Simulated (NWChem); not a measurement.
Everything below was run with NWChem. System: Li2, charge 0, spin multiplicity 1, at a geometry optimised with B3LYP/def2-SVP. The structure started from a generated list of species. Level: MP2/def2-TZVP, no orbitals frozen.

The NWChem input:

```
start mol
memory heap 200 mb stack 900 mb global 1100 mb
geometry units angstroms nocenter noautoz
  Li     0.000000     0.000000     1.376199
  Li     0.000000     0.000000    -1.376199
  symmetry group D2h
end
basis spherical
  * library def2-tzvp
end
scf
  rhf
  nopen 0
  maxiter 100
  thresh 1e-7
  semidirect memsize 60000000 filesize 0
end
mp2
end
task mp2 energy
```

Part of the output:

```
             Northwest Computational Chemistry Package (NWChem) 7.3.0
             --------------------------------------------------------

                                NWChem Input Module
                                -------------------

 Scaling coordinates for geometry "geometry" by  1.889725989
 (inverse scale =  0.529177249)

 Turning off AUTOSYM since
 SYMMETRY directive was detected!

                             Geometry "geometry" -> ""
                             -------------------------

 Output coordinates in angstroms (scale by  1.889725989 to convert to a.u.)

  No.       Tag          Charge          X              Y              Z
 ---- ---------------- ---------- -------------- -------------- --------------
    1 Li                   3.0000     0.00000000     0.00000000     1.37619900
    2 Li                   3.0000     0.00000000     0.00000000    -1.37619900

 Effective nuclear repulsion energy (a.u.)       1.7303439550

            Nuclear Dipole moment (a.u.)
            ----------------------------
        X                 Y               Z
 ---------------- ---------------- ----------------
     0.0000000000     0.0000000000     0.0000000000

      Symmetry information
      --------------------

 Group name             D2h
 Group number             26
 Group order               8
 No. of unique centers     1

      Symmetry unique atoms

     1


 Summary of "ao basis" -> "" (spherical)
 ------------------------------------------------------------------------------
       Tag                 Description            Shells   Functions and Types
 ---------------- ------------------------------  ------  ---------------------
 *                         def2-tzvp                  on all atoms

 Summary of "ao basis" -> "ao basis" (spherical)
 ------------------------------------------------------------------------------
       Tag                 Description            Shells   Functions and Types
 ---------------- ------------------------------  ------  ---------------------
 Li                        def2-tzvp                 8       14   5s3p

                                 NWChem SCF Module
                                 -----------------

  ao basis        = "ao basis"
  functions       =    28
  atoms           =     2
  closed shells   =     3
  open shells     =     0
  charge          =   0.00
  wavefunction    = RHF
  use symmetry    = T
  symmetry adapt  = T

 Summary of "ao basis" -> "ao basis" (spherical)
 ------------------------------------------------------------------------------
       Tag                 Description            Shells   Functions and Types
 ---------------- ------------------------------  ------  ---------------------
 Li                        def2-tzvp                 8       14   5s3p

      Symmetry analysis of basis
      --------------------------

        ag          8
        au          0
        b1g         0
        b1u         8
        b2g         3
        b2u         3
        b3g         3
        b3u         3

 Forming initial guess at       0.0s

      Superposition of Atomic Density Guess
      -------------------------------------

 Sum of atomic energies:         -14.86530318

      Non-variational initial energy
      ------------------------------

 Total energy =     -14.803758
 1-e energy   =     -22.849432
 2-e energy   =       6.315329
 HOMO         =      -0.161060
 LUMO         =      -0.019925

      Symmetry analysis of molecular orbitals - initial
      -------------------------------------------------

 !! scf_movecs_sym_adapt:   12 vectors were symmetry contaminated

  Symmetry fudging

 !! scf_movecs_sym_adapt:   12 vectors were symmetry contaminated

  Numbering of irreducible representations:

     1 ag          2 au          3 b1g         4 b1u         5 b2g
     6 b2u         7 b3g         8 b3u

  Orbital symmetries:

     1 ag          2 b1u         3 ag          4 b1u         5 b3u
     6 b2u         7 ag          8 b2g         9 b3g        10 ag
    11 b1u        12 b1u        13 b2u

 Starting SCF solution at       0.1s

 ----------------------------------------------
         Quadratically convergent ROHF

 Convergence threshold     :          1.000E-07
 Maximum no. of iterations :          100
 Final Fock-matrix accuracy:          1.000E-09
 ----------------------------------------------

              iter       energy          gnorm     gmax       time
             ----- ------------------- --------- --------- --------
                 1      -14.8693428958  7.68D-02  3.60D-02      0.1
                 2      -14.8709077162  2.03D-03  1.64D-03      0.1
                 3      -14.8709097818  2.13D-06  1.73D-06      0.1
                 4      -14.8709097818  1.36D-09  6.00D-10      0.1

       Final RHF  results
       ------------------

         Total SCF energy =    -14.870909781823
      One-electron energy =    -23.017799377570
      Two-electron energy =      6.416545640768
 Nuclear repulsion energy =      1.730343954979

        Time for solution =      0.0s

       Symmetry analysis of molecular orbitals - final
       -----------------------------------------------

  Numbering of irreducible representations:

     1 ag          2 au          3 b1g         4 b1u         5 b2g
     6 b2u         7 b3g         8 b3u

  Orbital symmetries:

     1 ag          2 b1u         3 ag          4 b1u         5 b2u
     6 b3u         7 ag          8 b3g         9 b2g        10 b1u
    11 ag         12 b1u        13 ag

             Final eigenvalues
             -----------------

              1
    1   -2.4561
    2   -2.4558
    3   -0.1805
    4    0.0131
    5    0.0616
    6    0.0616
    7    0.0727
    8    0.1278
    9    0.1278
   10    0.1527
   11    0.1543
   12    0.2471
   13    0.6781

                       ROHF Final Molecular Orbital Analysis
                       -------------------------------------

 Vector    2  Occ=2.000000D+00  E=-2.455830D+00  Symmetry=b1u
              MO Center=  0.0D+00,  0.0D+00,  1.8D-16, r^2= 2.0D+00
   Bfn.  Coefficient  Atom+Function         Bfn.  Coefficient  Atom+Function
  ----- ------------  ---------------      ----- ------------  ---------------
     2      0.464266  1 Li s                 16     -0.464266  2 Li s
     1      0.170954  1 Li s                 15     -0.170954  2 Li s
     3      0.154142  1 Li s                 17     -0.154142  2 Li s

 Vector    3  Occ=2.000000D+00  E=-1.804605D-01  Symmetry=ag
              MO Center=  2.7D-34,  6.4D-34, -5.2D-17, r^2= 5.3D+00
   Bfn.  Coefficient  Atom+Function         Bfn.  Coefficient  Atom+Function
  ----- ------------  ---------------      ----- ------------  ---------------
     5      0.303079  1 Li s                 19      0.303079  2 Li s
     4      0.278614  1 Li s                 18      0.278614  2 Li s

 Vector    4  Occ=0.000000D+00  E= 1.307892D-02  Symmetry=b1u
              MO Center= -5.1D-33, -2.0D-33,  2.5D-16, r^2= 1.3D+01
   Bfn.  Coefficient  Atom+Function         Bfn.  Coefficient  Atom+Function
  ----- ------------  ---------------      ----- ------------  ---------------
     5      1.141725  1 Li s                 19     -1.141725  2 Li s

 Vector    5  Occ=0.000000D+00  E= 6.161847D-02  Symmetry=b2u
              MO Center=  4.4D-48,  3.2D-18, -2.4D-18, r^2= 6.9D+00
   Bfn.  Coefficient  Atom+Function         Bfn.  Coefficient  Atom+Function
  ----- ------------  ---------------      ----- ------------  ---------------
    10      0.569148  1 Li py                24      0.569148  2 Li py

 Vector    6  Occ=0.000000D+00  E= 6.161847D-02  Symmetry=b3u
              MO Center=  1.2D-35,  1.8D-68, -2.7D-18, r^2= 6.9D+00
   Bfn.  Coefficient  Atom+Function         Bfn.  Coefficient  Atom+Function
  ----- ------------  ---------------      ----- ------------  ---------------
     9      0.569148  1 Li px                23      0.569148  2 Li px

 center of mass
 --------------
 x =   0.00000000 y =   0.00000000 z =   0.00000000

 moments of inertia (a.u.)
 ------------------
          94.902952409233           0.000000000000           0.000000000000
           0.000000000000          94.902952409233           0.000000000000
           0.000000000000           0.000000000000           0.000000000000

  Mulliken analysis of the total density
  --------------------------------------

    Atom       Charge   Shell Charges
 -----------   ------   -------------------------------------------------------
    1 Li   3     3.00   0.36  1.30  0.32  0.42  0.52  0.01  0.08  0.00
    2 Li   3     3.00   0.36  1.30  0.32  0.42  0.52  0.01  0.08  0.00

       Multipole analysis of the density wrt the origin
       ------------------------------------------------

     L   x y z        total         open         nuclear
     -   - - -        -----         ----         -------
     0   0 0 0     -0.000000      0.000000      6.000000

     1   1 0 0     -0.000000      0.000000      0.000000
     1   0 1 0     -0.000000      0.000000      0.000000
     1   0 0 1      0.000000      0.000000      0.000000

     2   2 0 0    -12.494646      0.000000      0.000000
     2   1 1 0     -0.000000      0.000000      0.000000
     2   1 0 1      0.000000      0.000000      0.000000
     2   0 2 0    -12.494646      0.000000      0.000000
     2   0 1 1     -0.000000      0.000000      0.000000
     2   0 0 2     -1.249534      0.000000     40.579940

                   NWChem MP2 Semi-direct Energy/Gradient Module
                   ---------------------------------------------

  Basis functions       =     28
  Molecular orbitals    =     28
  Frozen core           =      0
  Frozen virtuals       =      0
  Active alpha occupied =      3
  Active beta occupied  =      3
  Active alpha virtual  =     25
  Active beta virtual   =     25
  Use MO symmetry       = T
  Use skeleton AO sym   = T

  AO/Fock/Back tols     =   1.0D-09  1.0D-09  1.0D-09

 GA uses MA = F    GA memory limited = T

 Available:
  local mem=  1.26D+08
 global mem=  1.44D+08
 local disk=  0.00D+00
  mp2_memr nvloc                    25
  nvloc new                    25
   1 passes of   3:        2097152                       2287                     98797.
   1 passes of   3: M    126155487           G      144177632           F     124058335.

 Semi-direct pass number   1 of   1  for RHF alpha+beta  at        0.1s
  vrange nnbf                   382
  mp2_eaftype                    10  avail_ma_in_mb                  1099
 EAF : mp2_eaftype filesize          10      49399.
  mp2_eaf for mointskh                     10
Node 0 wrote      0.2 Mb in      0.0 s     Agg I/O rate:   928.4 Mb/s
 Done moints_semi at        0.1s
  mp2_eaftype                    10  avail_ma_in_mb                  1089
 EAF : mp2_eaftype filesize          10      49399.
  mp2_eaf for kh                    10
 Done maket at        0.1s
 Done multipass loop at        0.1s

          -------------------------------------------
          SCF energy                 -14.870909781823
          Correlation energy          -0.076842886310
          Singlet pairs               -0.075602540033
          Triplet pairs               -0.001240346277
          Total MP2 energy           -14.947752668133
          -------------------------------------------

          ---------------------------------------------------
                    Spin Component Scaled (SCS) MP2
          Same spin pairs                     -0.000826897518
          Same spin scaling factor             0.333333333333
          Opposite spin pairs                 -0.076015988792
          Opposite spin scaling fact.          1.200000000000
          SCS-MP2 correlation energy          -0.091494819057
          Total SCS-MP2 energy               -14.962404600879
          ---------------------------------------------------

 -----------------------
 Performance information
 -----------------------

 Timer overhead =  1.37D-07 seconds/call

               Nr. of calls         CPU time (s)                 Wall time (s)                GFlops
             ---------------    -------------------     ------------------------------   -------------------
Name         Min   Avg   Max    Min     Avg     Max     Min     Avg     Max   Mx/calls   Min     Max     Sum
mp2: moin     1     1     1   2.99E-2 2.99E-2 2.99E-2  2.99E-2 2.99E-2 2.99E-2 2.99E-2   0.0     0.0     0.0
mp2: make     1     1     1   3.16E-3 3.16E-3 3.16E-3  3.16E-3 3.16E-3 3.16E-3 3.16E-3   0.0     0.0     0.0
mp2: tota     1     1     1   4.25E-2 4.25E-2 4.25E-2  4.25E-2 4.25E-2 4.25E-2 4.25E-2   0.0     0.0     0.0

 The average no. of pstat calls per process was 3.00D+00
 with a timing overhead of 4.10D-07s

 Task  times  cpu:        0.1s     wall:        0.1s

 Total times  cpu:        0.1s     wall:        0.1s
```
